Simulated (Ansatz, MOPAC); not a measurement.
Dissociation curve of SMILES [Cl][Al]([Cl])[Cl]. The Al1–Cl4 bond (Al1 also carries Cl, Cl; Cl4 carries nothing else) is pulled apart rigidly from the PBE0/def2-TZVP optimised geometry. Each curve is given relative to its own lowest point near equilibrium.

```tsv
R / Å	A	B	C
1.65	76.0	76.6	20.2
1.77	32.4	33.0	5.5
1.84	17.5	18.0	1.6
1.95	4.5	4.8	0.0
1.99	2.1	2.3	0.2
2.07	0.0	0.0	1.1
2.15	0.6	0.4	2.4
2.20	2.0	1.7	3.2
2.27	5.0	4.5	4.6
2.41	13.1	12.2	9.5
2.58	24.8	23.5	22.2
2.80	40.6	38.7	47.5
3.16	63.9	61.0	80.6
3.42	77.6	74.0	93.6
3.73	89.1	86.2	105.1
4.12	97.2	97.3	116.4
4.49	101.6	104.4	124.5
5.08	105.3	111.3	133.5
5.56	106.8	114.4	138.5
6.14	107.7	116.6	141.9
7.13	108.4	118.5	145.5
```

Energies in kcal/mol.

Which curve belongs to which method? The methods are PM3, restricted, heats of formation (MOPAC); restricted PBE/cc-pVTZ run with Ansatz (a first-principles code); unrestricted B3LYP/cc-pVTZ (Ansatz).

A is UKS-B3LYP; B is RKS-PBE; C is PM3.

The restricted form behind RKS-PBE, PM3 keeps the bonding electrons paired and can't separate into open-shell fragments. The unrestricted determinant behind UKS-B3LYP is spin-contaminated at 3.73 to 7.13 Å (<S²> up to 0.9, against 0.00 for a pure singlet).
